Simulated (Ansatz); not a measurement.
One stationary structure of Cu. All values below come from r2SCAN (plane waves to 500 eV, PAW, scalar-relativistic; Ansatz, a first-principles code).

```xyz
1
Lattice="0.0000 1.7884 1.7884 1.7884 0.0000 1.7884 1.7884 1.7884 0.0000" Properties=species:S:1:pos:R:3 pbc="T T T"
Cu     1.7884     1.7884     1.7884
```

Q: Find the space group and the Wyckoff positions (tolerance 0.01 Å).

A: Space group Fm-3m (No. 225); a = 3.5767 Å, b = 3.5767 Å, c = 3.5767 Å, α = 90.00°, β = 90.00°, γ = 90.00°

```json
[
 {"atom": "Cu", "site": "4b", "symmetry": "m-3m", "x": "0.5000", "y": "0.5000", "z": "0.5000"}
]
```

This is the fcc (Cu type).

Q: Give the shortest distances between elements (the closest pairs, up to four, under 3.6 Å).

A: Cu–Cu 2.53 Å.

| Item | Result |
|---|---|
| Volume per atom | 11.44 Å³ |
| Band gap | no gap (metallic) |

No spin polarisation in the result.

Measured for Cu: a 3.595 Å (static lattice; corrected from measurement; as listed in Gábor I. Csonka et al., Physical Review B (2009)). Computed minus measured — a: r2SCAN -0.5 %. The computed values are for a static lattice.

The run could not lose the symmetry of its start.
